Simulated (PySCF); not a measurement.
Match each property card to its molecule.

Structures:
1. `[SiH4]` (SiH4)
2. `P` (PH3)
3. `Sc1ccsc1` (C4H4S2)
4. `C` (CH4)
5. `CCC(N)=O` (C3H7NO)

Card P (geometry GFN2-xTB):
- Rotational constants A, B, C: 138.825, 138.807, 125.386 GHz
- Dipole moment (B3LYP/cc-pVDZ): 0.77 D
- Point group: C3v
- HOMO energy (B3LYP/cc-pVDZ): -7.53 eV

Card Q (geometry GFN2-xTB):
* Rotational constants A, B, C: 7.083, 1.516, 1.249 GHz
* HOMO energy (PBE0/pcSseg-1): -6.29 eV
* Point group: Cs
* Isotropic shieldings of nuclei other than C and H, by class (GIAO PBE0/pcSseg-1): 267 (1 S), 534 (1 S) ppm

Card R (geometry GFN2-xTB):
* Rotational constants A, B, C: 88.172, 88.149, 88.077 GHz
* HOMO energy (PBE0/pcSseg-1): -9.96 eV
* Dipole moment (PBE0/pcSseg-1): 0.00 D
* Point group: Td
* Isotropic shieldings of nuclei other than C and H, by class (GIAO PBE0/pcSseg-1): 461 (1 Si) ppm

Card S (geometry GFN2-xTB):
- Rotational constants A, B, C: 160.579, 160.568, 160.566 GHz
- 13C chemical shifts (computed TMS as zero) by class (GIAO PBE0/pcSseg-1): -5.5 (1 C) ppm
- Dipole moment (PBE0/pcSseg-1): 0.00 D
- Point group: Td
- HOMO energy (PBE0/pcSseg-1): -11.02 eV

Card T (geometry GFN2-xTB):
* Rotational constants A, B, C: 9.904, 3.853, 2.873 GHz
* Isotropic shieldings of nuclei other than C and H, by class (GIAO PBE0/pcSseg-1): 155 (1 N), -83 (1 O) ppm
* HOMO energy (PBE0/pcSseg-1): -7.31 eV
* Point group: Cs

Species are written as SMILES; each is one conformer at its optimised geometry, gas phase, non-relativistic unless stated; the electronic structure was computed with PySCF and density fitting. NMR classes are plain means over equivalent atoms (diastereotopic ones count apart unless rotation or inversion swaps them), as if these changed places fast.

Question: Which card belongs to which structure?

Answer: P = 2, Q = 3, R = 1, S = 4, T = 5. What ties each card to its structure:
- 1 (card R), SiH4, monoisotopic mass 32.0 u, 1 heavy atom: a spherical top (constants that symmetry makes equal differ by optimisation noise) with C = 88.077 GHz; a dipole under 0.05 D.
- 2 (card P), PH3, monoisotopic mass 34.0 u, 1 heavy atom: point group C3v; an oblate symmetric top (constants that symmetry makes equal differ by optimisation noise) with C = 125.386 GHz; dipole 0.77 D.
- 3 (card Q), C4H4S2, monoisotopic mass 116.0 u, 6 heavy atoms: an asymmetric top with C = 1.249 GHz, the lowest such constant on the cards.
- 4 (card S), CH4, monoisotopic mass 16.0 u, 1 heavy atom: 1 C in 1 class; a spherical top (constants that symmetry makes equal differ by optimisation noise) with C = 160.566 GHz, the highest such constant on the cards; a dipole under 0.05 D.
- 5 (card T), C3H7NO, monoisotopic mass 73.1 u, 5 heavy atoms: an asymmetric top with C = 2.873 GHz.
